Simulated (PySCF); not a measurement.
**N2H3 (SMILES [NH]N) at 6 levels**

Wanted: a comparison of 6 runs (UHF/3-21G, U-wB97M-V/def2-TZVP, U-wB97X/def2-TZVP, UCAM-B3LYP/def2-TZVP, UM06-2X/def2-TZVP, USCS-MP2/def2-TZVP) of N2H3. Input form: a Python script.

The results are computed with PySCF 2.14.0.

5 further runs of the same task are left out: 5 set aside as unsound or not needed.

**1. The system as given**

N2H3 has 5 atoms, charge 0, and is taken as a doublet. As SMILES, `[NH]N`. The N1–N2 distance was set to 1.735 Å, away from the relaxed value.

Bond lengths: N1–H3 1.020 Å, N2–H4 1.011 Å, N2–H5 1.017 Å. Angles: H4–N2–H5 116.1°. A long bond or contact: N1–N2 1.735 Å.

**2. The energy at UHF/3-21G (run 1)**

Input file calc.py:

```python
from pyscf import gto

system = gto.Mole()
system.atom = '''
N     -0.358256    -2.121658     1.306207
N     -0.238616     0.476154    -0.691413
H      1.392991    -2.468744     2.031541
H     -1.971117     1.091884    -1.206968
H      1.119757     1.823302    -0.517350
'''
system.max_memory = 1860
system.spin = 1
system.verbose = 4
system.unit = 'bohr'
system.charge = 0
system.basis = '3-21g'
system.build()

hf = system.UHF()
hf.conv_tol = 1e-10
hf.kernel()
if not hf.converged:
    hf = hf.newton().run(hf.mo_coeff, hf.mo_occ)

energy = hf.e_tot
print('Final energy', energy)
```

Started as:

```bash
OMP_NUM_THREADS=1 python calc.py
```

Standard output:

```text
PySCF version 2.14.0

[INPUT] num. atoms = 5
[INPUT] num. electrons = 17
[INPUT] charge = 0
[INPUT] spin (= nelec alpha-beta = 2S) = 1
[INPUT] symmetry False subgroup None
[INPUT] Mole.unit = bohr
[INPUT] Symbol           X                Y                Z      unit          X                Y                Z       unit  Magmom
[INPUT]  1 N     -0.189580910875  -1.122733062966   0.691214977144 AA   -0.358256000000  -2.121658000000   1.306207000000 Bohr   0.0
[INPUT]  2 N     -0.126270149361   0.251969845688  -0.365880002934 AA   -0.238616000000   0.476154000000  -0.691413000000 Bohr   0.0
[INPUT]  3 H      0.737139092217  -1.306403064395   1.075045200250 AA    1.392991000000  -2.468744000000   2.031541000000 Bohr   0.0
[INPUT]  4 H     -1.043070196457   0.577800129768  -0.638699959910 AA   -1.971117000000   1.091884000000  -1.206968000000 Bohr   0.0
[INPUT]  5 H      0.592549886168   0.964849867025  -0.273769830069 AA    1.119757000000   1.823302000000  -0.517350000000 Bohr   0.0

[... 108 lines left out ...]
converged SCF energy = -109.900499005077  <S^2> = 0.89432529  2S+1 = 2.1394628
Final energy -109.90049900507672
```

Wall time 0.6 s (1 thread of Arm Neoverse V2, shared host); peak memory 0.12 GiB.

**3. A single-point energy at U-wB97M-V/def2-TZVP (run 2)**

Input file job.py:

```python
from pyscf import gto, dft

mol = gto.M(
    atom='''
N   -0.189581  -1.122733   0.691215
N   -0.126270   0.251970  -0.365880
H    0.737139  -1.306403   1.075045
H   -1.043070   0.577800  -0.638700
H    0.592550   0.964850  -0.273770
''',
    verbose=3,
    basis='def2-tzvp',
    spin=1,
    max_memory=1860,
)

mf = dft.UKS(mol)
mf.xc = 'wb97m-v'
mf.grids.level = 5
mf.conv_tol = 1e-10
mf.nlcgrids.level = 1
mf.kernel()
if not mf.converged:
    mf = mf.newton().run(mf.mo_coeff, mf.mo_occ)

etot = mf.e_tot
print('Final energy', etot)
```

Started as:

```bash
OMP_NUM_THREADS=1 python job.py
```

Standard output:

```text
converged SCF energy = -111.160072902471  <S^2> = 0.75682366  2S+1 = 2.0068121
Final energy -111.16007290247094
```

Wall time 62 s (1 thread of Arm Neoverse V2, shared host); peak memory 0.46 GiB.

Runs 3 to 5 aren't shown in full; the table further down has their settings and results.

**4. A single-point energy at USCS-MP2/def2-TZVP (run 6)**

Input file input.py:

```python
from pyscf import gto, mp

system = gto.M(
    atom='''
N     -0.358256    -2.121658     1.306207
N     -0.238616     0.476154    -0.691413
H      1.392991    -2.468744     2.031541
H     -1.971117     1.091884    -1.206968
H      1.119757     1.823302    -0.517350
''',
    charge=0,
    unit='bohr',
    verbose=3,
    basis='def2-tzvp',
    max_memory=1860,
    spin=1,
)

myscf = system.UHF()
myscf.conv_tol = 1e-10
myscf.kernel()
if not myscf.converged:
    myscf = myscf.newton().run(myscf.mo_coeff, myscf.mo_occ)

pt = mp.MP2(myscf, frozen=2).run()
e_tot = myscf.e_tot + 1.2 * pt.e_corr_os + pt.e_corr_ss / 3
print('E = %.10f Eh' % e_tot)
```

Started as:

```bash
OMP_NUM_THREADS=1 python input.py
```

Standard output:

```text
converged SCF energy = -110.554355641574  <S^2> = 0.91199276  2S+1 = 2.1559154
E(UMP2) = -110.933307462827  E_corr = -0.378951821253189
E(SCS-UMP2) = -110.930936867213  E_corr = -0.376581225639564
E = -110.9309368672 Eh
```

Run time: 2.2 s. Hardware: 1 thread of Arm Neoverse V2, shared host; peak memory 0.17 GiB.

**5. Overview of the runs**

```
run                 level  integration grid  nlc grid  energy (Eh)  dipole moment (D) of the reference  HOMO energy (eV)  LUMO energy (eV)  wall time
  1             UHF/3-21G                 –         –  -109.900499                                2.13            -10.02              5.13      0.6 s
  2   U-wB97M-V/def2-TZVP                 5         1  -111.160073                                1.98             -9.30             -0.04       62 s
  3     U-wB97X/def2-TZVP                 5         –  -111.173929                                2.01             -9.49              0.11       21 s
  4  UCAM-B3LYP/def2-TZVP                 5         –  -111.160333                                2.02             -8.52             -1.02       22 s
  5     UM06-2X/def2-TZVP                 5         –  -111.150804                                1.94             -8.47             -1.18       39 s
  6    USCS-MP2/def2-TZVP                 –         –  -110.930937                                1.86            -10.62              3.36      2.2 s
```

**6. Summary of results**

| quantity | value |
| --- | --- |
| run 6: total energy | -110.93094 Eh |
| run 6: dipole moment (Hartree–Fock density) | 1.86 D |
| run 6: HOMO energy (Hartree–Fock orbitals) (highest over α and β) | -10.62 eV |
| run 6: LUMO energy (Hartree–Fock orbitals) (lowest over α and β) | 3.36 eV |
| run 6: correlation energy (2 core orbitals frozen) | -376.6 mEh |
| run 6: ⟨S²⟩ of the reference determinant | 0.912 |

In words: Over runs 1, 2, 3, 4, 5 the dipole moment (its size) runs from 1.94 D (UM06-2X/def2-TZVP) to 2.13 D (UHF/3-21G). The two ends differ in method and basis. Totals of different functionals can't be ranked against each other. Spin contamination of the reference: run 6 ⟨S²⟩ = 0.91, run 1 ⟨S²⟩ = 0.89. All runs together took 2.4 min, the longest 62 s.
